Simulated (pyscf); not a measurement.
**Hydrogen shift: •H₂C–C(CH₃)=NH (SMILES [CH2]C(C)=N) → •H₂C–C(=CH₂)–NH₂ (SMILES [CH2]C(=C)N)**

Gas phase, doublet surface, charge 0. Bonds broken: C1–H9. Bonds formed: N8–H9. Optimised with ωB97X-D3(BJ)/def2-SVP in PySCF.

Transition state (Å):

```xyz
10

C     -0.3763     1.1486    -0.5848
C     -0.5613     0.0419     0.3961
C     -1.2957    -1.0672     0.4488
H     -1.1613     1.9134    -0.6561
H      0.1635     0.9228    -1.5133
H     -1.2254    -1.7490     1.3010
H     -1.9871    -1.3149    -0.3599
N      0.3710     0.5764     1.3518
H      0.4691     1.5297     0.4551
H      1.2587     0.0602     1.2718
```

One imaginary mode, 2250i cm⁻¹; descent along it reached the two sides named.

| bond | change | reactant side (Å) | saddle | product side |
|---|---|---|---|---|
| C1–H9 | breaks | 1.100 | 1.393 | 2.578 |
| N8–H9 | forms | 2.7 | 1.312 | 1.013 |

Electronic energies relative to the reactant's lowest minimum found (eV):

```tsv
level	barrier	reaction energy	reverse barrier
ωB97X-D3(BJ)/def2-TZVP	2.44	+0.06	2.38
PBE/def2-TZVP	2.10	0.00	2.11
r²SCAN/def2-TZVP	2.30	0.00	2.30
B3LYP-D3(BJ)/def2-TZVP	2.38	+0.01	2.36
PBE0-D3(BJ)/def2-TZVP	2.30	0.00	2.30
M06-2X/def2-TZVP	2.38	+0.02	2.35
ωB97M-D3(BJ)/def2-TZVP	2.41	+0.04	2.37
HF/def2-TZVP	3.16	+0.15	3.01
```

With ωB97M-D3(BJ)/def2-TZVP energies and thermal terms (ideal gas, 1 atm, RRHO with modes under 100 cm⁻¹ raised to 100, one conformer, R ln 2 for rigid chiral ones), in eV:

```
T (K)   ΔH‡   ΔG‡     ΔH     ΔG
-----  ----  ----  -----  -----
298    2.25  2.27  +0.03  +0.05
600    2.25  2.28  +0.05  +0.05
900    2.24  2.29  +0.06  +0.05
1200   2.23  2.31  +0.07  +0.05
```

The same reactants have a lower exit, to H₂C=C=NH + CH₃• (no saddle counted: cutting one bond, which may have a small barrier of its own, costs +1.83 eV at ωB97M-D3(BJ), against +2.41 eV here). This is the saddle that the search found; another between the same sides may lie lower.
